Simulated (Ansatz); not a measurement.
B$_{2}$H$_{4}$Si, SMILES `B1B[SiH2]1`, relaxed with RKS PBE0-D4/def2-TZVP in Ansatz 0.2.0 from a PBE-D4/def2-SVP geometry. The force threshold is 0.005 eV/Å; the program also tests the step.

The species carries charge 0 and has multiplicity 1.

Start:

```xyz
7

B     0.521   -1.147    0.397
B    -0.908   -0.739    0.618
Si    0.146    0.704   -0.379
H     1.676   -1.407    0.196
H    -2.035   -0.345    0.748
H     1.462    1.144   -0.956
H    -0.862    1.791   -0.624
```

| step | energy (eV) | largest force (eV/Å) | largest move (Å) |
| --- | --- | --- | --- |
| 1 | -9287.7985 | 0.473 | 0.000 |
| 2 | -9287.8260 | 0.127 | 0.026 |
| 3 | -9287.8288 | 0.018 | 0.011 |
| 4 | -9287.8288 | 0.005 | 0.001 |

End:

```xyz
7

B     0.512   -1.135    0.395
B    -0.895   -0.733    0.611
Si    0.145    0.700   -0.377
H     1.647   -1.385    0.195
H    -2.002   -0.343    0.735
H     1.447    1.126   -0.946
H    -0.855    1.770   -0.613
```

It took 7.5 s on 2 threads of an Arm Neoverse V2 on a shared host, with 0.19 GiB of host memory at the peak.
